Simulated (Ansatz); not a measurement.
Input file:

```yaml
crystal:
  periodic: [false, false, false]
  atoms:
    - {symbol: H, position_ang: [-2.045612, 0.049803, 0.000000]}
    - {symbol: H, position_ang: [-1.300612, 0.049803, 0.000000]}
    - {symbol: O, position_ang: [0.183388, 0.049803, 0.000000]}
    - {symbol: H, position_ang: [0.435246, -0.890147, 0.000000]}
basis:
  gaussian: {orbitals: cc-pVTZ}
magnetization: {spin_polarized: false, initial_magnetization: 1}
correlation: {method: sc_nevpt2, electrons: outside_noble_gas, active_space: {window: {electrons: 3, orbitals: 3}}}
```

```sh
$ ansatz run in.yaml --threads 2 --pin off --events-out ev --progress --plain --max-ram 16896MiB --backend cuda --devices 0, --max-vram 18GiB
```

Log:

```
406 factors; integrals over basis functions are off by at most 1.3e-3 eV
mean field evaluation 1: about -2079.7891 eV, gradient 2.4e1 eV
mean field evaluation 2: about -2079.7907 eV, gradient 2.4e1 eV
mean field evaluation 4: about -2082.0916 eV, gradient 3.7e0 eV
mean field evaluation 8: about -2082.2835 eV, gradient 1.4e-1 eV
mean field evaluation 16: about -2081.9460 eV, gradient 1.7e-4 eV
mean field evaluation 32: about -2082.1750 eV, gradient 6.3e-1 eV
mean field -2082.28406142 eV, -76.5225278343 hartree, gradient 2.1e-6 eV, S^2 0.750000; 7 other end points of the search recorded, 0 dependent functions left out
reference -2082.28406142 eV, -76.5225278343 hartree; 6, 5 occupied and 66, 67 virtual orbitals, 406 factors
state -2082.91614781 eV, -76.5457565806 hartree
state -2082.91614781 eV, -76.5457565806 hartree; corrected -2089.06505078 eV, -76.7717245969 hartree
state -2082.80986905 eV, -76.5418509084 hartree
state -2082.80986905 eV, -76.5418509084 hartree; corrected -2089.11657783 eV, -76.7736181812 hartree
state -2082.80986905 eV, -76.5418509084 hartree; corrected -2089.11657783 eV, -76.7736181812 hartree
WARN: the results are in doubt because another end's mean lies 0.106 eV lower, and its corrected mean 0.052 eV higher
Total energy: -2089.11657783 eV, -76.7736181812 hartree
In doubt: another end's mean lies 0.106 eV lower, and its corrected mean 0.052 eV higher
```

For the same geometry and basis UCCSDT(Q) lies 718.6 meV lower.

Ran on 2 threads of AMD EPYC 7R13 with a shared H100 80 GB, shared host: 1.7 s wall, 0.76 GiB peak host memory.
